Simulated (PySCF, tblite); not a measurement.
**BF3H9N3, a solvent cluster as drawn: NMR shifts, interaction energy and core binding energies, part 1 of 3**

Aim: the NMR shifts, interaction energy and core binding energies of `FB(F)F` with 3 × `N`.

Computed with tblite 0.8.0 and PySCF 2.14.0; each step states its level. No surroundings beyond the atoms listed, unless a continuum is named. Atoms count from 0, parts from 1.

## 1. Starting point

16 atoms, charge 0, multiplicity 1; geometry: parts in contact. Parts: 1 = atoms 0–3, `FB(F)F`, charge 0; 2 = atoms 4–7, `N`, charge 0; 3 = atoms 8–11, `N`, charge 0; 4 = atoms 12–15, `N`, charge 0. In the given geometry B1 and N4 of different parts are bonded (1.63 Å), so values for the parts refer to these atom groups.

## 2. Bringing the parts together with GFN2-xTB

Job settings and geometry (Å):

```
{"job": {"kind": "dock", "xc": "GFN2-xTB", "basis": "xTB"}, "charge": 0, "multiplicity": 1, "parts": [{"atoms": "0-3", "charge": 0, "multiplicity": 1}, {"atoms": "4-7", "charge": 0, "multiplicity": 1}, {"atoms": "8-11", "charge": 0, "multiplicity": 1}, {"atoms": "12-15", "charge": 0, "multiplicity": 1}]}
F      0.639912     0.458525     0.808113
B     -0.259227     0.568142    -0.218168
F      0.068202    -0.241360    -1.271100
F     -1.552586     0.402000     0.200443
N     -0.139798     2.094524    -0.780737
H      0.102259     2.694659     0.000052
H      0.621444     2.117631    -1.483226
H     -1.063953     2.387233    -1.175739
N     -2.755108     2.629474    -1.553808
H     -3.097303     2.572337    -2.505598
H     -3.034187     1.781367    -1.070315
H     -3.221346     3.408449    -1.104309
N      2.365366     1.699346    -2.110854
H      2.429021     1.321419    -3.047803
H      3.246201     2.161428    -1.915277
H      2.297566     0.898891    -1.490872
```

With the program's defaults for keys left out, this is: GFN2-xTB search for minima from random contacts, gas phase.

Started as:

```
$ OMP_NUM_THREADS=1 python cluster_run.py task.json out
```

One launch serves the whole session: the jobs run in the order shown.

Log:

```text
step      E/eV     max force
  0    -787.15058    0.132
  1    -787.15173    0.115
  2    -787.15489    0.126
  3    -787.15627    0.132
  4    -787.15815    0.095
  5    -787.15957    0.088
  6    -787.16178    0.121
  7    -787.16408    0.145
  8    -787.16617    0.125
  9    -787.16791    0.132
 10    -787.16985    0.164
 11    -787.17217    0.145
 12    -787.17440    0.139
 13    -787.17563    0.072
 14    -787.17613    0.063
 15    -787.17642    0.050
 16    -787.17673    0.045
 17    -787.17706    0.045
 18    -787.17743    0.063
 19    -787.17792    0.079
 20    -787.17865    0.069
 21    -787.17959    0.086
 22    -787.18046    0.075
 23    -787.18102    0.059
 24    -787.18134    0.049
 25    -787.18161    0.043
 26    -787.18191    0.053
 27    -787.18230    0.061
 28    -787.18281    0.085
 29    -787.18338    0.077
 30    -787.18387    0.053
 31    -787.18431    0.061
 32    -787.18482    0.063
 33    -787.18554    0.080
 34    -787.18638    0.077
 35    -787.18704    0.059
 36    -787.18743    0.045
 37    -787.18774    0.047
 38    -787.18810    0.057
 39    -787.18852    0.059
 40    -787.18891    0.063
 41    -787.18933    0.060
 42    -787.18993    0.074
 43    -787.19093    0.084
 44    -787.19211    0.074
 45    -787.19299    0.053
 46    -787.19344    0.052
 47    -787.19373    0.061
 48    -787.19402    0.042
 49    -787.19445    0.042
 50    -787.19467    0.039
 51    -787.19510    0.057
 52    -787.19568    0.067
 53    -787.19645    0.056
 54    -787.19694    0.061
 55    -787.19717    0.037
 56    -787.19736    0.056
 57    -787.19764    0.058
 58    -787.19798    0.048
 59    -787.19841    0.052
 60    -787.19868    0.046
 61    -787.19918    0.052
 62    -787.19972    0.058
 63    -787.20022    0.039
 64    -787.20052    0.055
 65    -787.20077    0.067
 66    -787.20116    0.060
 67    -787.20161    0.055
 68    -787.20182    0.042
 69    -787.20205    0.037
 70    -787.20227    0.045
 71    -787.20243    0.029
 72    -787.20252    0.037
 73    -787.20258    0.021
 74    -787.20266    0.020
 75    -787.20275    0.024
 76    -787.20281    0.016
 77    -787.20286    0.018
 78    -787.20290    0.018
 79    -787.20295    0.015
 80    -787.20298    0.017
 81    -787.20301    0.017
 82    -787.20304    0.015
 83    -787.20307    0.014

distinct minima (kcal/mol above the one taken): 0.00 6.75 7.28 7.03 42.06
by PBE0-D3(BJ)/def2-SVP single points: 0.00 7.36 8.41 8.70 -
binding energy -47.648 kcal/mol
```

Wall time 38 s (1 thread of Arm Neoverse N1, shared host).

Along the way:

```
step  energy from step 0 (eV)  largest force (eV/Å)
   0                   0.0000                0.1318
   3                  -0.0057                0.1322
   6                  -0.0112                0.1209
   9                  -0.0173                0.1328
  12                  -0.0238                0.1387
  15                  -0.0258                0.0501
  18                  -0.0268                0.0628
  21                  -0.0290                0.0857
  24                  -0.0308                0.0489
  27                  -0.0317                0.0605
  30                  -0.0333                0.0530
  33                  -0.0350                0.0807
  36                  -0.0368                0.0455
  39                  -0.0379                0.0595
  42                  -0.0394                0.0740
  45                  -0.0424                0.0529
  48                  -0.0434                0.0419
  51                  -0.0445                0.0564
  54                  -0.0464                0.0609
  57                  -0.0471                0.0588
  60                  -0.0481                0.0458
  63                  -0.0496                0.0397
  66                  -0.0506                0.0607
  69                  -0.0515                0.0362
  72                  -0.0519                0.0364
  75                  -0.0522                0.0238
  78                  -0.0523                0.0178
  81                  -0.0524                0.0166
  83                  -0.0525                0.0136
```

Distances of close pairs at the start and the end, largest changes first:

```
   bond  before (Å)  after (Å)  change (Å)
  N4–H6       1.036      1.046      +0.010
  B1–N4       1.631      1.624      -0.007
  B1–F2       1.368      1.372      +0.004
  F0–B1       1.369      1.366      -0.003
  N4–H7       1.047      1.046      -0.001
N12–H14       1.014      1.013      -0.001
  B1–F3       1.370      1.369      -0.001
N12–H13       1.012      1.013      +0.001
```

The start already departs from the parts as drawn, at B1–N4.

Contacts between the parts in the structure taken on (a selection, picked against the atoms' radii; other short pairs can be missing):

```
   atoms  distance (Å)  kind (by distance and angle)  angle (°)
 B1···N4          1.62              bonding distance          –
H6···N12          1.73                 hydrogen bond        162
 H7···N8          1.74                 hydrogen bond        162
```

Minima and a leading contact of each: 0.00 kcal/mol, B1···N4 1.62 Å (bond); 6.75 kcal/mol, B1···N8 1.65 Å (bond); 7.28 kcal/mol, B1···N4 1.65 Å (bond); 7.03 kcal/mol, B1···N4 1.65 Å (bond); 42.06 kcal/mol, H9···N12 2.10 Å (hydrogen bond).

## 3. Optimising the geometry at PBE0-D3(BJ)/def2-SVPD

Job settings and geometry (Å):

```
{"job": {"xc": "PBE0", "basis": "def2-SVPD", "d3": "d3bj", "grid": 2, "kind": "geom", "shake": 0.01}, "charge": 0, "multiplicity": 1, "parts": [{"atoms": "0-3", "charge": 0, "multiplicity": 1}, {"atoms": "4-7", "charge": 0, "multiplicity": 1}, {"atoms": "8-11", "charge": 0, "multiplicity": 1}, {"atoms": "12-15", "charge": 0, "multiplicity": 1}]}
F      0.770267     0.218684     0.665432
B     -0.301407     0.616047    -0.135091
F     -0.335845    -0.085274    -1.318836
F     -1.467132     0.553220     0.509816
N     -0.064275     2.167727    -0.552469
H      0.099788     2.736773     0.286580
H      0.781834     2.198574    -1.173123
H     -0.912269     2.500441    -1.037375
N     -2.544732     2.542513    -1.662318
H     -2.591141     2.318057    -2.660031
H     -2.814205     1.692995    -1.168626
H     -3.231772     3.247474    -1.474915
N      2.112923     1.727547    -2.130196
H      1.936568     1.650783    -3.106562
H      3.074792     2.069213    -2.000493
H      2.121618     0.787979    -1.738846
```

Log:

```text
step   0  E = -493.45558581  max force = 0.035549
step   1  E = -493.46216807  max force = 0.002836
step   2  E = -493.46231254  max force = 0.001385
step   3  E = -493.46237044  max force = 0.000793
step   4  E = -493.46244715  max force = 0.001108
step   5  E = -493.46251277  max force = 0.001913
step   6  E = -493.46258875  max force = 0.001762
step   7  E = -493.46267099  max force = 0.000826
step   8  E = -493.46274503  max force = 0.000952
step   9  E = -493.46281363  max force = 0.001538
step  10  E = -493.46290658  max force = 0.001514
step  11  E = -493.46297833  max force = 0.000732
step  12  E = -493.46302598  max force = 0.000583
step  13  E = -493.46305927  max force = 0.001091
step  14  E = -493.46309298  max force = 0.001006
step  15  E = -493.46312385  max force = 0.000557
step  16  E = -493.46314631  max force = 0.000478
step  17  E = -493.46315879  max force = 0.000912
step  18  E = -493.46317259  max force = 0.000620
step  19  E = -493.46318388  max force = 0.000247
optimisation converged
```

Wall time 13 min (1 thread of Arm Neoverse N1, shared host); peak memory 0.87 GiB.

Relaxation path:

```
step  energy from step 0 (eV)  largest force component (eV/Å)
   0                   0.0000                          1.8280
   1                  -0.1791                          0.1458
   2                  -0.1830                          0.0712
   3                  -0.1846                          0.0408
   4                  -0.1867                          0.0570
   5                  -0.1885                          0.0984
   6                  -0.1906                          0.0906
   7                  -0.1928                          0.0425
   8                  -0.1948                          0.0490
   9                  -0.1967                          0.0791
  10                  -0.1992                          0.0779
  11                  -0.2012                          0.0376
  12                  -0.2025                          0.0300
  13                  -0.2034                          0.0561
  14                  -0.2043                          0.0517
  15                  -0.2051                          0.0286
  16                  -0.2057                          0.0246
  17                  -0.2061                          0.0469
  18                  -0.2064                          0.0319
  19                  -0.2068                          0.0127
```

Close pairs (by a distance rule), those that changed most:

```
   bond  before (Å)  after (Å)  change (Å)
  B1–F3       1.334      1.388      +0.055
  B1–N4       1.624      1.594      -0.031
N12–H13       0.995      1.016      +0.021
  B1–F2       1.376      1.393      +0.016
N12–H14       1.029      1.015      -0.014
 N8–H11       1.002      1.014      +0.012
  N4–H5       1.027      1.017      -0.010
  N4–H6       1.050      1.040      -0.010
```

The final coordinates are the input of the step that follows.

```
                         at the end point                value
  point group (found at 0.08 Å tolerance)                   C1
rotational constants (GHz, main isotopes)  2.497, 1.499, 1.176
                        dipole moment (D)                 5.09
```

Contacts at the end point (a selection, picked against the atoms' radii; other short pairs can be missing):

```
   atoms  distance (Å)  kind (by distance and angle)  angle (°)
 B1···N4          1.59              bonding distance          –
 H7···N8          1.91                 hydrogen bond        150
H6···N12          1.91                 hydrogen bond        151
H15···F0          2.36                 hydrogen bond        127
```

Against the parts relaxed at this level the binding energy is -55.32 kcal/mol, without counterpoise.

## 4. Nuclear shieldings: PBE0/pcSseg-1

Job settings and geometry (Å):

```
{"job": {"kind": "nmr", "xc": "PBE0", "basis": "pcSseg-1"}, "charge": 0, "multiplicity": 1, "parts": [{"atoms": "0-3", "charge": 0, "multiplicity": 1}, {"atoms": "4-7", "charge": 0, "multiplicity": 1}, {"atoms": "8-11", "charge": 0, "multiplicity": 1}, {"atoms": "12-15", "charge": 0, "multiplicity": 1}]}
F      0.828728     0.257094     0.243731
B     -0.309681     0.788069    -0.349796
F     -0.525614     0.248685    -1.615386
F     -1.432960     0.677146     0.458473
N     -0.047432     2.342944    -0.581126
H      0.117720     2.823730     0.299398
H      0.791540     2.428098    -1.189528
H     -0.898940     2.730207    -1.035645
N     -2.698707     2.522371    -1.634245
H     -2.587650     1.814891    -2.357044
H     -3.036209     2.026839    -0.811170
H     -3.421210     3.167471    -1.935451
N      2.290393     1.656492    -2.084197
H      1.934938     1.212200    -2.926430
H      3.212591     2.024882    -2.293254
H      2.394197     0.915721    -1.392121
```

With the program's defaults for keys left out, this is: GIAO PBE0/pcSseg-1 NMR shielding, non-relativistic, gas phase.

Log:

```text
coarse grid: 13112 points
cycle   1  E = -493.5677324822  dE =  2.695e-01  |g| = 9.165e-01  |ddm| = 3.001e+00
cycle   2  E = -493.4903489784  dE =  7.738e-02  |g| = 1.204e+00  |ddm| = 1.113e+00
cycle   3  E = -493.7083290500  dE = -2.180e-01  |g| = 5.750e-02  |ddm| = 6.058e-01
cycle   4  E = -493.7087594635  dE = -4.304e-04  |g| = 3.308e-02  |ddm| = 5.106e-02
cycle   5  E = -493.7089667241  dE = -2.073e-04  |g| = 4.401e-03  |ddm| = 1.966e-02
cycle   6  E = -493.7089704427  dE = -3.719e-06  |g| = 7.908e-04  |ddm| = 2.948e-03
final grid: 127344 points
cycle   7  E = -493.7456190721  dE = -6.481e-05  |g| = 1.025e-02  |ddm| = 2.365e-02
cycle   8  E = -493.7456099321  dE =  9.140e-06  |g| = 1.244e-02  |ddm| = 1.296e-02
cycle   9  E = -493.7456390781  dE = -2.915e-05  |g| = 4.853e-04  |ddm| = 7.030e-03
cycle  10  E = -493.7456391054  dE = -2.734e-08  |g| = 3.133e-04  |ddm| = 4.811e-04
cycle  11  E = -493.7456391238  dE = -1.837e-08  |g| = 4.160e-05  |ddm| = 1.885e-04
cycle  12  E = -493.7456391241  dE = -3.284e-10  |g| = 9.524e-06  |ddm| = 3.454e-05
converged SCF energy = -493.7456391241

GIAO shielding tensors (ppm)
atom      isotropic    diamagn.    paramagn.     s11        s22        s33       span
  0 F      340.277     475.859    -135.582    309.106    325.577    386.149     77.044
  1 B      102.922     189.295     -86.373     92.308    106.857    109.602     17.295
  2 F      342.890     476.158    -133.268    310.487    331.611    386.571     76.083
  3 F      339.798     474.782    -134.984    307.899    325.113    386.381     78.482
  4 N      204.223     322.804    -118.581    196.502    205.797    210.368     13.866
  5 H       29.835      31.517      -1.682     25.567     25.706     38.232     12.665
  6 H       23.008      28.987      -5.979     12.115     16.454     40.456     28.340
  7 H       23.057      28.220      -5.163     12.214     16.599     40.359     28.145
  8 N      248.826     316.112     -67.287    223.414    258.215    264.848     41.434
  9 H       30.523      31.330      -0.808     23.669     28.731     39.168     15.500
 10 H       30.203      31.641      -1.439     22.822     28.604     39.182     16.360
 11 H       31.107      27.088       4.019     24.781     25.477     43.062     18.281
 12 N      249.050     316.514     -67.464    224.869    256.026    266.254     41.386
 13 H       30.741      31.161      -0.420     24.137     28.359     39.727     15.590
 14 H       31.081      28.397       2.685     24.807     25.577     42.860     18.052
 15 H       29.924      32.827      -2.903     22.310     27.904     39.558     17.249

== part 1 alone, relaxed ==
coarse grid: 4344 points
cycle   1  E = -324.1079169178  dE =  4.517e-01  |g| = 7.092e-01  |ddm| = 1.686e+00
cycle   2  E = -324.0534910597  dE =  5.443e-02  |g| = 9.678e-01  |ddm| = 6.676e-01
cycle   3  E = -324.1850258915  dE = -1.315e-01  |g| = 1.561e-02  |ddm| = 3.719e-01
cycle   4  E = -324.1850604753  dE = -3.458e-05  |g| = 4.875e-03  |ddm| = 1.092e-02
cycle   5  E = -324.1850641359  dE = -3.661e-06  |g| = 4.525e-04  |ddm| = 3.068e-03
final grid: 46024 points
cycle   6  E = -324.2216685462  dE = -5.646e-05  |g| = 2.511e-03  |ddm| = 1.138e-02
cycle   7  E = -324.2216684682  dE =  7.802e-08  |g| = 2.443e-03  |ddm| = 1.710e-03
cycle   8  E = -324.2216692053  dE = -7.371e-07  |g| = 3.986e-04  |ddm| = 9.911e-04
cycle   9  E = -324.2216692286  dE = -2.329e-08  |g| = 6.503e-05  |ddm| = 1.987e-04
cycle  10  E = -324.2216692292  dE = -6.029e-10  |g| = 2.582e-05  |ddm| = 3.891e-05
converged SCF energy = -324.2216692292

GIAO shielding tensors (ppm)
atom      isotropic    diamagn.    paramagn.     s11        s22        s33       span
  0 F      299.544     467.175    -167.631    166.088    361.895    370.648    204.560
  1 B       88.898     194.638    -105.740     79.111     93.779     93.805     14.695
  2 F      299.600     467.189    -167.588    166.168    361.957    370.676    204.508
  3 F      299.575     467.193    -167.618    166.129    361.944    370.653    204.524

== part 2 alone, relaxed ==
coarse grid: 2928 points
cycle   1  E = -56.4479347293  dE = -8.800e-02  |g| = 3.692e-01  |ddm| = 1.415e+00
cycle   2  E = -56.4341972209  dE =  1.374e-02  |g| = 4.560e-01  |ddm| = 4.922e-01
cycle   3  E = -56.4773520762  dE = -4.315e-02  |g| = 1.822e-02  |ddm| = 2.710e-01
cycle   4  E = -56.4774122475  dE = -6.017e-05  |g| = 2.263e-03  |ddm| = 1.104e-02
cycle   5  E = -56.4774131679  dE = -9.204e-07  |g| = 1.489e-04  |ddm| = 1.346e-03
final grid: 27112 points
cycle   6  E = -56.4793233134  dE = -4.595e-06  |g| = 5.643e-03  |ddm| = 7.698e-03
cycle   7  E = -56.4793193368  dE =  3.977e-06  |g| = 7.247e-03  |ddm| = 7.140e-03
cycle   8  E = -56.4793297805  dE = -1.044e-05  |g| = 6.101e-05  |ddm| = 3.967e-03
cycle   9  E = -56.4793297815  dE = -9.382e-10  |g| = 1.514e-05  |ddm| = 5.131e-05
converged SCF energy = -56.4793297815

GIAO shielding tensors (ppm)
atom      isotropic    diamagn.    paramagn.     s11        s22        s33       span
  0 N      266.590     312.340     -45.749    227.502    286.133    286.135     58.633
  1 H       31.637      30.680       0.957     25.877     26.684     42.349     16.471
  2 H       31.637      30.685       0.952     25.877     26.684     42.349     16.471
  3 H       31.637      30.684       0.953     25.877     26.684     42.349     16.471
```

Wall time 36 s (1 thread of Arm Neoverse N1, shared host); peak memory 0.87 GiB.

No reference compound was run at this level, so shieldings alone are listed.

```
atoms                         environment  σ (ppm)
   H6  hydrogen on a nitrogen bonded to B    23.01
   H7  hydrogen on a nitrogen bonded to B    23.06
   H5  hydrogen on a nitrogen bonded to B    29.84
  H15              hydrogen on a nitrogen    29.92
  H10              hydrogen on a nitrogen    30.20
   H9              hydrogen on a nitrogen    30.52
  H13              hydrogen on a nitrogen    30.74
  H14              hydrogen on a nitrogen    31.08
  H11              hydrogen on a nitrogen    31.11
   F3                fluorine bonded to B    339.8
   F0                fluorine bonded to B    340.3
   F2                fluorine bonded to B    342.9
   B1              boron bonded to 3 F, N    102.9
   N4           nitrogen bonded to B, 3 H    204.2
   N8              nitrogen bonded to 3 H    248.8
  N12              nitrogen bonded to 3 H    249.0
```

The run also stored atomic charges by several schemes (e):

```
atoms  Mulliken    IAO  Hirshfeld  ESP fit
   F0     -0.40  -0.42      -0.22    -0.39
   B1      0.79   0.75       0.23     0.70
   F2     -0.41  -0.43      -0.22    -0.38
   F3     -0.40  -0.42      -0.22    -0.40
   N4     -0.38  -0.51      -0.14    -0.17
   N8     -0.51  -0.71      -0.25    -0.75
  N12     -0.51  -0.71      -0.25    -0.78
```

Mayer bond orders: F0–B1 0.94, B1–F2 0.92, B1–F3 0.94, B1–N4 0.69.

Against the parts alone, each relaxed by itself:

```
atom  σ alone (ppm)  σ in the cluster  shift on binding (ppm)
  N4         266.59            204.22                  +62.37
  F2         299.60            342.89                  -43.29
  F0         299.54            340.28                  -40.73
  F3         299.58            339.80                  -40.22
  N8         266.59            248.83                  +17.76
  H6          31.64             23.01                   +8.63
  H7          31.64             23.06                   +8.58
  H5          31.64             29.84                   +1.80
 H15          31.64             29.92                   +1.71
```

(Continued in part 2 of 3.)
